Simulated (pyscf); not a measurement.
Structures and frequencies: ωB97X-D3(BJ)/def2-SVP in PySCF.

### Question
For `[OH][Si]([OH])([F])[F]` + `[H][H]` -> `[OH][SiH]([OH])[F]` + `[FH]`, a four-centre exchange (singlet surface; F–Si, H–H broken, H–Si, F–H formed), PBE/def2-TZVP gives ΔE‡ = 50.1 kcal/mol and ΔE = +30.9 kcal/mol (zero: the separated reactants). In which direction and how far do r²SCAN/def2-TZVP, B3LYP-D3(BJ)/def2-TZVP, ωB97M-D3(BJ)/def2-TZVP move these?

### Answer
r²SCAN: ΔE‡ = 54.2 kcal/mol, ΔE = +34.9 kcal/mol; B3LYP-D3(BJ): ΔE‡ = 57.7 kcal/mol, ΔE = +32.6 kcal/mol; ωB97M-D3(BJ): ΔE‡ = 56.9 kcal/mol, ΔE = +32.5 kcal/mol. PBE's barrier lies under all of them, by 4.1 to 7.6 kcal/mol. Its reaction energy lies under all of them, by 1.6 to 4.0 kcal/mol. On the product side the descent ends in a complex (not fully relaxed), 5.9 kcal/mol under the separated species and 30.9 kcal/mol under the saddle at ωB97X-D3(BJ)/def2-TZVP. One saddle was located; it need not be the lowest between these sides.
